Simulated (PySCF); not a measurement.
fluoromethane cation (CH3F), SMILES CF (connectivity only; charge and spin as stated), charge +1, multiplicity 2.

Geometry optimised at B3LYP-D3(BJ)/def2-TZVP. The multiplicity is an assumed one; other spin states were not compared.

Two levels are set side by side: PBE/def2-TZVPD (PySCF) and B3LYP/def2-TZVPD (PySCF). Same geometry, gas phase. Differences are taken from unrounded values.

```
quantity                     B3LYP
---------------------------  -----
α-spin orbital gap (eV)      12.28
β-spin orbital gap (eV)       4.37
mean polarisability (bohr³)   14.6
```

**Question.** What does PBE give, and how far is it from B3LYP? (An estimate is asked for; the answer gives what the named calculation found.)

**Answer.** 
```tsv
quantity	PBE	PBE minus B3LYP
α-spin orbital gap (eV)	10.27	-2.01
β-spin orbital gap (eV)	1.98	-2.40
mean polarisability (bohr³)	14.7	0.1
```

Rough cost on one machine, each run with all the roots and properties that it gave: B3LYP against PBE about 1/3.
